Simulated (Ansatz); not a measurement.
H2B–B, singlet in 6-31G: errors against full CI

Geometry: that of the H2B–B, triplet, kept fixed. The triplet lies 1.0 eV lower here.

```tsv
atom	x (Å)	y (Å)	z (Å)
B	0.0000	0.0000	0.6756
B	0.0000	0.0000	-0.9095
H	0.0000	1.0479	1.2540
H	0.0000	-1.0479	1.2540
```

Basis 6-31G; Ansatz 0.2.0. Correlated methods freeze the noble-gas cores, which leaves 8 electrons in 20 orbitals. Prefix R: restricted or restricted open-shell reference; prefix U: unrestricted. Active spaces: valence = (8e, 10o) chosen from the atoms' valence shells.

Full CI is exact within this basis and frozen core; it isn't the basis-set limit. The frozen core follows each run's orbitals, which can shift R against U totals by a few meV.

```
UHF ⟨S²⟩                            : 0.937
⟨S²⟩ of the determinant under UCCSD : 1.009
T1 diagnostic (RCCSD)               : 0.0106
largest doubles amplitude (RCCSD)   : 0.149
```

| level | E − E(full CI) (kJ/mol) | share of correlation (%) | wall time |
| --- | --- | --- | --- |
| RHF | 315.7 | 0.00 | – |
| UHF† | 228.9 | – | 0.36 s |
| RMP2 | 102.2 | 67.64 | – |
| UMP2† | 32.2 | – | – |
| CISD | 30.5 | 90.32 | 0.79 s |
| RCCSD | 10.4 | 96.70 | – |
| UCCSD*† | -61.8 | – | – |
| RCCSD(T) | 3.9 | 98.76 | 0.69 s |
| UCCSD(T)*† | -80.2 | – | 2.8 s |
| BCCD(T) | 3.8 | 98.79 | 0.64 s |
| RCCSDT | 1.1 | 99.66 | – |
| UCCSDT*† | -98.3 | – | – |
| CISDTQ | 1.5 | 99.52 | 3.9 s |
| RCCSDT(Q) | 0.5 | 99.85 | 1.4 s |
| UCCSDT(Q)*† | -101.9 | – | 7 s |
| RCCSDTQ | 0.0 | 99.99 | 18 s |
| CASSCF (valence space) | 88.5 | 71.96 | – |
| NEVPT2 (valence space) | 25.0 | 92.07 | 7.5 s |
| NEVPT4(SD) (valence space) | 4.0 | 98.73 | 11 s |
| MRCISD (valence space) | 2.2 | 99.29 | – |
| MRCISD+Q (valence space) | 0.5 | 99.84 | 12 s |

An asterisk marks runs whose energy the program itself flagged as in doubt. A dagger marks rows that describe another state than the reference (another or a broken symmetry, a higher spin or other natural occupations), so the difference isn't the method's error.

The correlation energy at full CI, counted from RHF, is -3.272 eV. That run took 75 s on 1 thread of Arm Neoverse N1, shared host over 5,884,777 determinants.

Times hold each run's SCF and search for its determinant on a shared host, so for small cases they say little of a method's own cost; they ran on 1 thread of Arm Neoverse N1.

Unrestricted levels hold only the spin's projection, and here they fall towards a lower state of higher spin.

The full-CI state has the irrep A1 of C2v, in the program's axes.

Natural occupations of full CI about the gap: 1.972 1.967 1.948 1.759 0.187 0.064 0.020 0.019 0.019 0.015; effectively unpaired electrons, Σ n²(2−n)², 0.33.
